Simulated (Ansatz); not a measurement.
Relaxing a trial structure of CH5N2−

The starting geometry of this gas-phase singlet is a saddle point at r2SCAN-D4/def2-SVPD, pushed by 0.25 Å along its imaginary mode; its bonds are those of `[NH-]CN`.

```xyz
8

C    -0.4935   -0.3730   -1.7231
N    -1.2694   -0.7834   -2.8224
N     0.5670   -1.3746   -1.4306
H    -2.1533   -0.2009   -2.8433
H    -1.0394   -0.2232   -0.7428
H     0.1125    0.5996   -1.8227
H     1.0704   -1.4507   -2.3227
H     0.0250   -2.2610   -1.4286
```

Task: Predict what it relaxes into with r2SCAN-D4/def2-SVPD.

Result: It keeps its bonds, and is `[NH-]CN`.

The energy falls by 0.13 eV over 17 steps:

```
step  E − E(last) (eV)
   1             0.131
   3             0.105
   5             0.101
   6             0.094
   8             0.081
  10             0.064
  12             0.012
  13             0.003
  15             0.000
  17             0.000
```

Final geometry (Å):

```yaml
atoms:
  - { symbol: C, position_ang: [-0.4566, -0.2219, -1.7389] }
  - { symbol: N, position_ang: [-1.2146, -0.2509, -2.9106] }
  - { symbol: N, position_ang: [0.4996, -1.4065, -1.4640] }
  - { symbol: H, position_ang: [-2.0012, -0.8967, -2.7615] }
  - { symbol: H, position_ang: [-1.0150, -0.1546, -0.7558] }
  - { symbol: H, position_ang: [0.2326, 0.6534, -1.7500] }
  - { symbol: H, position_ang: [0.8988, -1.5764, -2.3950] }
  - { symbol: H, position_ang: [-0.1243, -2.2137, -1.3604] }
```

Frequencies at the end are all real (lowest 255 cm⁻¹). Run with Ansatz 0.2.0, 29 s on 2 threads of Arm Neoverse V1, with other jobs on the host.
